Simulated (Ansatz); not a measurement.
H$_{6}$NSi$_{2}$, SMILES `[SiH2]N[SiH3]` radical. Total charge 0; spin multiplicity 2.

Cartesian coordinates in Å:
```
Si -1.643 -0.536 -0.492
N -0.267 0.501 -0.334
Si 1.105 0.303 0.702
H -1.194 -1.929 -0.207
H -2.169 -0.425 -1.886
H -0.346 1.392 -0.806
H 2.374 0.384 -0.070
H 0.983 -1.036 1.330
H 1.158 1.346 1.763
```

Question: List the harmonic frequencies (cm⁻¹, unscaled) at PBE0-D4/def2-TZVP in Ansatz. (Estimate.)

Answer: Computed: 49, 110, 201, 381, 610, 651, 707, 747, 820, 896, 934, 947, 957, 990, 1197, 2156, 2198, 2210, 2218, 2246, 3600.

Question: Is this a minimum?

Answer: Yes, all 21 modes are real.

Question: Give the ideal-gas thermochemistry at 298.15 K and 1 bar (rigid rotor, harmonic oscillator; point group C1, symmetry number 1).

Answer: Zero-point energy 148.5 kJ/mol; H(298) − E = 166.9 kJ/mol; entropy 328.2 J/(mol·K), of which translation 162.9, rotation 103.1, vibration 56.4, electronic 5.8; G(298) − E = 69.1 kJ/mol. Modes under 100 cm⁻¹ are hindered rotations or soft bends, so the harmonic entropy is rough.

Question: And at 400, 500, 600, 800 and 1000 K?

Answer: 
```csv
T (K),H − E (kJ/mol),S (J/mol/K),G − E (kJ/mol)
400,177.2,357.7,34.1
500,189.0,383.9,-3.0
600,202.1,407.7,-42.6
800,231.3,449.6,-128.4
1000,263.5,485.5,-222.0
```
